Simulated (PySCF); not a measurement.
The numbers are results of PBE-D3(BJ)/def2-TZVP // B3LYP-D3(BJ)/def2-TZVP run with PySCF 2.14.0, not measurements. All species are isolated molecules in the gas phase. One relaxed conformer stands for a flexible species; it need not be the lowest. Excitations are Tamm–Dancoff values on a coarser integration grid. The basis has no diffuse functions, so Rydberg states are missing or too high.

Reference species (SMILES): `F[Si](F)(F)F` (neutral, multiplicity 1).

```json
{
 "HOMO": "-10.58 eV",
 "S1 excitation (TDA)": "10.10 eV",
 "LUMO": "-0.60 eV"
}
```

After one change: the HOMO rises by 3.27 eV; the S1 excitation (TDA) falls by 3.14 eV; the LUMO goes up by 0.17 eV.

**Question.** Which change was made? The new species is one of these.
A) `O[Si](O)(O)O`
B) `O[Si](O)(O)F`
C) `O[Si](O)(F)F` (H–O–Si–F torsion 43°, F–Si–O–H torsion 85°)
D) `O[Si](F)(F)F`

**Answer.** A, `O[Si](O)(O)O`
